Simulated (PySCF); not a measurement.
Molecule: pyrrole, SMILES c1cc[nH]c1. Atoms near the plane z = 1.0 Å, at the B3LYP/def2-SVP optimised geometry (x, y, z in Å): C1 (1.1, 0.2, 0.0), C2 (0.7, -1.2, 0.0), C3 (-0.7, -1.2, 0.0), N4 (-1.1, 0.1, 0.0), C5 (-0.1, 1.0, 0.0), H6 (2.1, 0.6, 0.0), H7 (1.3, -2.1, 0.0), H8 (-1.4, -2.0, 0.0), H9 (-2.1, 0.4, 0.0), H10 (-0.2, 2.1, 0.0).

Computed with B3LYP/def2-TZVP (PySCF). The values are rescaled to run from 0 to 1.

```
|0000000000000000000000000000000|
|0000000000000000000000000000000|
|0000000000000000000000000000000|
|0000000000000000000000000000000|
|0000000000000000000000000000000|
|0000000000000000000000000000000|
|0000000000000000000000000000000|
|0000000000000011100000000000000|
|0000000000000122110000000000000|
|0000000000001233211000000000000|
|0000000000012345421100000000000|
|0000000001123455542211100000000|
|0000000012344566554332110000000|
|0000000124567676655543210000000|
|0000000135799766666654210000000|
|0000000125799765566653210000000|
|0000000123578754556542100000000|
|0000000012457765565431100000000|
|0000000012356766665421000000000|
|0000000001356666666421000000000|
|0000000001345555555421000000000|
|0000000001234433344321000000000|
|0000000001222221222211000000000|
|0000000000111110111110000000000|
|0000000000000000000000000000000|
|0000000000000000000000000000000|
|0000000000000000000000000000000|
|0000000000000000000000000000000|
|0000000000000000000000000000000|
|0000000000000000000000000000000|
|0000000000000000000000000000000|
```
Scale: ten equal steps from 0.000 (start of '0') to 1.00 (end of '9'), in the order '0123456789'; x runs from -4.50 to 4.50, y from -4.50 (bottom) to 4.50 (top).

Q: Which quantity is mapped?
A. electrostatic potential
B. deformation density (molecule minus spherical neutral atoms)
C. Laplacian of the electron density
D. an orbital amplitude

A: C, Laplacian of the electron density. In full: Laplacian of the electron density (e/bohr⁵).
